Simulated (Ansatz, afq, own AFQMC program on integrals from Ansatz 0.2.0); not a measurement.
## CH₄⁺, doublet: AFQMC among the cluster methods

```yaml
atoms:
  - { symbol: C, position_ang: [0.0024, -0.0049, 0.0049] }
  - { symbol: H, position_ang: [0.3670, 0.7451, 0.7529] }
  - { symbol: H, position_ang: [-0.3718, -0.7499, 0.7531] }
  - { symbol: H, position_ang: [-0.3976, 0.8191, -0.8265] }
  - { symbol: H, position_ang: [0.3741, -0.7561, -0.7383] }
```

Basis 6-31G. Only valence electrons are correlated. AFQMC by an in-house program on the Cholesky factors that Ansatz 0.2.0 writes for its CCSD(T) run. ph-AFQMC/CISD is guided by a CISD state made of CCSD amplitudes; releasing the constraint for a short imaginary time cuts its bias at the price of noise, slowly where states lie close. ± is one standard error of the sampling.

Determinant: UHF, the one that the program's search chose, which needn't be the lowest solution. The geometry is a point of a scan.

Full CI on the same integrals is exact in this basis and with this determinant's frozen core.

* T1 diagnostic: 0.0082
* weight of the determinant in the CISD state: 0.947
* ⟨S²⟩ of the determinant: 0.753
* size of the correlated space: 7 electrons in 16 orbitals

Reference: full CI, correlation energy -2.882 eV. The released energy is read at 2.40 1/Eh (meV from the phaseless value at times in 1/Eh: -1.3 ± 1.6 at 0.24, -0.6 ± 0.7 at 0.51, -1.6 ± 0.9 at 0.99, -0.5 ± 0.9 at 1.62, 0.4 ± 1.4 at 2.40).

| level | E − E(reference) (mEh) | share of correlation (%) |
| --- | --- | --- |
| HF | 105.92 | 0.00 |
| MP2 | 22.38 | 78.87 |
| CCSD | 2.08 | 98.04 |
| CCSD(T) | 0.51 | 99.52 |
| CCSDT | 0.12 | 99.89 |
| CCSDT(Q) | 0.01 | 99.99 |
| CCSDTQ | 0.01 | 99.99 |
| ph-AFQMC/CISD | 0.04 ± 0.06 | 99.96 |
| released AFQMC | 0.06 ± 0.05 | 99.95 |

CCSDT and higher add their correlation energy to the determinant of the CCSD(T) run, since their own runs factorise the integrals more tightly (a shift of under 2 meV). A walk keeps the symmetry of its determinant, which the program's search chose and which needn't be the lowest solution, so a lower state of the same spin and another symmetry isn't excluded. Released energies are given only where the last usable release times agree within the noise; a slower fall can still hide under it.
